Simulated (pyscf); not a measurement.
Single points on ωB97X-D3(BJ)/def2-SVP structures (PySCF, gas phase).

SMILES: C=CC=C[SiH3]
```xyz
13

C      1.2359    -1.8499    -1.3429
C      0.8533    -0.7294    -0.7186
C     -0.4648    -0.1063    -0.9002
C     -0.8684     1.0183    -0.2825
Si    -2.5550     1.7771    -0.5436
H      2.2262    -2.2859    -1.1833
H      0.5664    -2.3694    -2.0374
H      1.5411    -0.2266    -0.0275
H     -1.1426    -0.6208    -1.5957
H     -0.1603     1.5021     0.4051
H     -2.4422     3.1659    -1.0824
H     -3.3159     0.9362    -1.5141
H     -3.3154     1.8531     0.7401
```

**Question.** What is the homolytic dissociation enthalpy (298 K, ωB97M-D3(BJ)/def2-TZVP) of the C–C bond of H₂C=CH–CH=CH–SiH₃ (SMILES C=CC=C[SiH3]), to •HC=CH₂ + •HC=CH–SiH₃?

**Answer.** C–C to •HC=CH₂ + •HC=CH–SiH₃: 473.9 kJ/mol. The 7 functionals that were run give +443.9 (r²SCAN) to +476.1 kJ/mol (ωB97X-D3(BJ)/def2-TZVP). The radicals are drawn with the spin at the cut bond; how far it spreads was not checked. H₂C=CH–CH=CH–SiH₃ lies 91.2 kJ/mol over its isomer cyclic C₄H₈Si (SMILES C1=CC[SiH2]C1) (electronic energy, ωB97M-D3(BJ)/def2-TZVP). •HC=CH–SiH₃ lies 81.4 kJ/mol over its isomer H₂C=CH–SiH₂• (electronic energy, ωB97M-D3(BJ)/def2-TZVP). Other isomers of •HC=CH₂ were not searched in full and may lie lower.
